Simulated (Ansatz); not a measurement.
The input, for Ansatz 0.2.0:

```yaml
crystal:
  periodic: [false, false, false]
  atoms:
    - {symbol: Al, position_ang: [0.000000, 0.178691, 1.200401]}
    - {symbol: P, position_ang: [0.000000, 0.289240, -1.098974]}
    - {symbol: N, position_ang: [0.000000, -1.021284, -0.078453]}
    - {symbol: H, position_ang: [0.000000, 0.520480, 2.727908]}
basis:
  gaussian: {orbitals: cc-pVDZ}
magnetization: {spin_polarized: false, initial_magnetization: 4}
correlation: {method: ccsdt_q, electrons: outside_noble_gas}
```

```sh
$ ansatz run in.yaml --threads 1 --pin off --events-out ev --progress --plain --max-ram 2393MiB
```

Output:

```
1057 factors; integrals over basis functions are off by at most 1.6e-7 eV
mean field evaluation 1: about -17343.3078 eV, gradient 2.1e1 eV
mean field evaluation 2: about -17343.3162 eV, gradient 2.1e1 eV
mean field evaluation 4: about -17345.4740 eV, gradient 3.8e0 eV
mean field evaluation 8: about -17346.0106 eV, gradient 7.9e-1 eV
mean field evaluation 16: about -17346.0666 eV, gradient 1.5e-6 eV
mean field evaluation 32: about -17343.3106 eV, gradient 2.1e1 eV
mean field evaluation 64: about -17346.0661 eV, gradient 1.1e-1 eV
mean field evaluation 96: about -17346.4559 eV, gradient 5.3e-5 eV
mean field evaluation 128: about -17339.6979 eV, gradient 2.0e1 eV
mean field evaluation 160: about -17345.7042 eV, gradient 5.7e-1 eV
...
cycle  29  -9.14125536 eV  change   -2.1e-5 eV  update   1.4e-5
cycle  30  -9.14126470 eV  change   -9.3e-6 eV  update   9.7e-6
cycle  31  -9.14127628 eV  change   -1.2e-5 eV  update   6.8e-6
cycle  32  -9.14128186 eV  change   -5.6e-6 eV  update   5.3e-6
cycle  33  -9.14128282 eV  change   -9.6e-7 eV  update   4.3e-6
cycle  34  -9.14128561 eV  change   -2.8e-6 eV  update   3.6e-6
cycle  35  -9.14128679 eV  change   -1.2e-6 eV  update   2.7e-6
cycle  36  -9.14128760 eV  change   -8.1e-7 eV  update   2.2e-6
cycle  37  -9.14128823 eV  change   -6.3e-7 eV  update   1.9e-6
cycle  38  -9.14128838 eV  change   -1.4e-7 eV  update   1.6e-6
perturbative correction -0.04016421 eV, -0.0014760073 hartree
Total energy: -17355.24806245 eV, -637.7936024853 hartree
```

For the same geometry and basis UCCSDT(Q) lies 2.5 meV lower.

Ran on 1 thread of Arm Neoverse V1, shared host: 2.2 min wall, 0.86 GiB peak host memory.
